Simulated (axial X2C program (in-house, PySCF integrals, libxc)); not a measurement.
SiH: nuclear properties from DFT to coupled cluster

Computed with an in-house all-electron X2C program for linear molecules (integrals from PySCF): two-component X2C with atomic mean-field Coulomb and Gaunt terms, Gaussian nuclei, basis Si dyall-av3z, H dyall-av3z with contracted cores.

R = 1.536 Å (near the PBE0 minimum at charge 0 of the determinant lowest at the starting distance; the state shown can have its own minimum elsewhere); state Ω = 1/2 (⟨Sz⟩ = -0.50, ⟨Lz⟩ = 1.00 at PBE0).

| level | Eeff magnitude (GV/cm) | Ws magnitude Si (kHz) | A∥/gI Si (MHz) | qzz Si (a.u.) | A∥/gI H (MHz) | μ (D) |
| --- | --- | --- | --- | --- | --- | --- |
| PBE0 | 0.0143 | 0.0112 | 579 | -1.48 | 11.6 | 0.12 |
| HF | 0.0242 | 0.0185 | 499 | -1.44 | 11.2 | 0.19 |
| B3LYP | 0.0101 | 0.00789 | 565 | -1.48 | 10.1 | 0.03 |

Eeff is the effective electric field on the electron electric dipole moment in this Ω state and Ws the scalar–pseudoscalar constant of the nucleus named (defined with the proton number Z and per Ω); A∥ (defined per Ω) follows by multiplying with gI = μI/(I μN); qzz is the electric field gradient, eQq0 = 234.96 MHz × Q/barn × qzz; μ is positive if the H end (last atom) is positive. The operators were transformed with the bare-nucleus X2C matrices; with these basis sets, hyperfine constants and field gradients can be off by tens of per cent, and where levels differ in sign neither size nor sign is settled.

Finite-field MP2, CCSD and CCSD(T), with 5 electrons correlated in 76 natural virtual spinors (MP2 remainder added):

```
  level  Eeff magnitude (GV/cm)  Ws magnitude Si (kHz)  A∥/gI Si (MHz)  qzz Si (a.u.)  A∥/gI H (MHz)  μ (D)
    MP2                 0.00733                0.00561             495          -1.41           14.5   0.09
   CCSD                 0.00704                0.00539             457          -1.36           11.6   0.08
CCSD(T)                 0.00577                0.00442             449          -1.35           11.8   0.08
```

T1 = 0.016 (Lee–Taylor). One unrestricted determinant, the lowest of a limited PBE0 search, is the reference; the functionals treat spin collinearly. Eeff spreads by more than a factor of two over the levels. Correlation of the inner shells is missing, which matters for properties at the nucleus. Number of frozen shells: Si 2 s, 1 p; H none.

By how much does correlation change each value, CCSD(T) against HF?

Eeff magnitude -76 %; Ws magnitude Si -76 %; A∥/gI Si -10 %; qzz Si -6 %; A∥/gI H 5 %; μ -58 %.
